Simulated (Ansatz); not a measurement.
in.yaml

```yaml
crystal:
  periodic: [false, false, false]
  atoms:
    - {symbol: W, position_ang: [0.000000, 0.000000, 0.000000]}
    - {symbol: W, position_ang: [0.000000, 0.000000, 2.278600]}
basis:
  gaussian: {orbitals: def2-SVP}
magnetization: {spin_polarized: false, initial_magnetization: 4}
correlation: {method: sc_nevpt2, electrons: outside_noble_gas, active_space: {window: {electrons: 12, orbitals: 12}, shells: [{species: W, l: s, shell: 6}, {species: W, l: d, shell: 5}]}}
```

```sh
$ ansatz run in.yaml --threads 2 --pin off --events-out ev --progress --plain --max-ram 15360MiB --backend cuda --devices 0, --max-vram 18GiB
```

(1) Roughly how long does this take on 2 threads of AMD EPYC 7R13 with a shared H100 80 GB, shared host, and how much host memory?

```
1182 factors; integrals over basis functions are off by at most 2.2e-7 eV
mean field evaluation 1: about -3603.6539 eV, gradient 2.3e1 eV
mean field evaluation 2: about -3603.6536 eV, gradient 2.3e1 eV
mean field evaluation 4: about -3604.8787 eV, gradient 1.7e0 eV
mean field evaluation 8: about -3604.8977 eV, gradient 4.2e-2 eV
mean field evaluation 16: about -3604.8978 eV, gradient 1.1e-3 eV
mean field evaluation 32: about -3604.8978 eV, gradient 2.8e-4 eV
mean field evaluation 64: about -3604.9375 eV, gradient 6.8e-1 eV
mean field evaluation 96: about -3604.2957 eV, gradient 8.5e0 eV
mean field evaluation 128: about -3605.8866 eV, gradient 1.1e0 eV
mean field evaluation 160: about -3603.9078 eV, gradient 1.1e0 eV
mean field evaluation 192: about -3604.8963 eV, gradient 1.1e0 eV
mean field evaluation 224: about -3604.0883 eV, gradient 3.2e-2 eV
mean field evaluation 256: about -3604.8978 eV, gradient 3.7e-2 eV
mean field -3605.90074184 eV, -132.5144080954 hartree, gradient 9.2e-6 eV, S^2 6.000000; 23 other end points of the search recorded, 0 dependent functions left out
reference -3605.90074184 eV, -132.5144080954 hartree; 16, 12 occupied and 48, 52 virtual orbitals, 1182 factors
state -3611.49412854 eV, -132.7199612653 hartree
state -3611.49412854 eV, -132.7199612653 hartree; corrected -3615.39445787 eV, -132.8632957245 hartree
Total energy: -3615.39445787 eV, -132.8632957245 hartree
Checks for a lower state left out: starts, orbital_swaps
```

## Answers

(1) 33 s wall and 0.8 GiB.
